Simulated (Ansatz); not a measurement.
## How far a parabola holds: energy against volume of fluorite CeO2

Fluorite CeO2, treated with PBEsol (Ansatz, an electronic-structure program, plane waves, PAW). Run with plane-wave cutoff 520 eV, 12×12×12 k mesh, Fermi–Dirac smearing 0.01 eV, no spin polarisation, scalar-relativistic PAW data made under PBE. The cell has no free parameter but its volume, all volumes share cutoff and mesh, and the runs aren't spin-polarised. Energies are free energies at the run's smearing, counted from the lowest row; static lattice.

```csv
V (Å³/atom),E (meV/atom)
12.582,13.55
12.844,3.27
13.106,0.00
13.368,3.03
13.630,11.71
13.892,?
```

Task: Fit E against V with a parabola, and predict the withheld value at V = 13.892.

Result: With u = V - 13.1, the rows have u = -0.5180, -0.2560, 0.0060, 0.2680, 0.5300. Least squares gives E = 0.005 - 2.048·u + 46.014·u². Residuals (row less fit): 0.137, -0.275, 0.006, 0.269, -0.135; standard error 0.304 (degrees of freedom: 2). The fitted curve has its minimum at V = 13.1, where E = -0.02. Its curvature is d²E/dV² = 2 × 46.014 meV/Å⁶, so B = V0·d²E/dV² × 0.1602 = 193 GPa. At the withheld row, u = 0.7920, so E = 0.005 - 2.048 × 0.7920 + 46.014 × 0.7920² = 27.246 meV/atom. The calculation gives 25.44 meV/atom, 1.806 meV/atom below the prediction (7.1 % of the range of E in the table). The row lies outside the fitted rows, so this is an extrapolation. From the scatter of the fitted rows alone, a prediction at this place has a standard error of 0.720 meV/atom, so the miss is 2.5 times that.

The residuals are curvature that a parabola lacks, not noise. A solid that stiffens under compression and softens on expansion lies above the parabola at the compressed end and under it at the expanded end, as this row does. A third-order Birch-Murnaghan fit to the whole scan has B0 = 192 GPa. Only scans are tabulated whose curvature falls smoothly with volume, and where the parabola meets the shown rows within 5 % of their range and misses the end by 0.1 meV or more.

Measured, for comparison: bulk modulus 220 ± 9 GPa (room temperature, no zero-point or thermal correction, sources range from 220 to 230; as tabulated in High Pressure Brillouin Spectroscopy and X-ray Diffraction of Cerium Dioxide …). Computed less measured: bulk modulus -13 % (-13 % to -17 % over the range).

Spin–orbit coupling is not included.
